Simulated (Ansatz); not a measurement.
Basis-set extrapolation for C₃H₂S₃ (`S=c1sccs1`) (PBE0-D4/def2-TZVP geometry, frozen core, Ansatz 0.2.0). Multiplicity 1, RHF reference.

|  | def2-TZVPP | def2-QZVPP |
| --- | --- | --- |
| HF | -1307.402937 | -1307.441162 |
| MP2 correlation | -0.988158 | -1.064601 |
| CCSD(T) correlation | -1.082967 | not run |

Energies in hartree. Use E(X) = E(∞) + A·exp(−7.88·√X) for Hartree–Fock and E(X) = E(∞) + B·X^(−2.97) for correlation, with X = 3 and 4, and add CCSD(T) minus MP2 of the smaller set to the MP2 limit.

**Question.** What is the CCSD(T) energy at the basis-set limit?

**Answer.** HF limit: -1307.441162 + (-0.038225) × 0.13774 = -1307.44643. MP2 limit: -1.064601 + (-0.076443) × 0.74074 = -1.12123. Higher-order term: -1.082967 − (-0.988158) = -0.09481. Total: -1308.66247 hartree, 463.6 kJ/mol below CCSD(T)/def2-TZVPP.
